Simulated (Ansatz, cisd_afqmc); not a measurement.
System: H₃, charge 0, doublet.
HTBH set geometry:
```
H
H 1 0.9295
H 1 0.9295 2 180.00
```
Charge 0, spin multiplicity 2.

Total energies in aug-cc-pVDZ, 3 correlated electrons, 0 frozen orbitals. Radicals and triplets start from unrestricted determinants; spin-orbit coupling is neglected. Cores are frozen in correlated methods. No relativity. AFQMC is phaseless with a CISD trial state; ± is one standard error, without the phaseless bias. Outlying blocks are dropped, and bars are widened where a walk drifts. Over all cases where full CI ran beside it in this data, AFQMC minus full CI had a median of +0.1 mEh and passed +0.4 mEh in a tenth of the cases. Full CI freezes restricted core orbitals and the other rows unrestricted ones, which leaves a small offset even where coupled cluster is exact. The UHF reference of H3 (saddle point or complex, doublet) is spin-contaminated (<S^2> up to 0.04 over the pure value in the sets run).

```json
[
 {"method": "HF", "program": "Ansatz", "energy (Eh)": "-1.60133", "error against FCI (mEh)": "47.99"},
 {"method": "MP2", "program": "Ansatz", "energy (Eh)": "-1.63541", "error against FCI (mEh)": "13.92"},
 {"method": "CCSD", "program": "Ansatz", "energy (Eh)": "-1.64883", "error against FCI (mEh)": "0.50"},
 {"method": "CCSD(T)", "program": "Ansatz", "energy (Eh)": "-1.64920", "error against FCI (mEh)": "0.12"},
 {"method": "CCSDT", "program": "Ansatz", "energy (Eh)": "-1.64932", "error against FCI (mEh)": "0.00"},
 {"method": "AFQMC/CISD", "program": "cisd_afqmc", "energy (Eh)": "-1.6493 ± 0.0001", "error against FCI (mEh)": "0.0 ± 0.1"},
 {"method": "FCI", "program": "Ansatz", "energy (Eh)": "-1.64932", "error against FCI (mEh)": "0.00"}
]
```

Ansatz is a first-principles code.
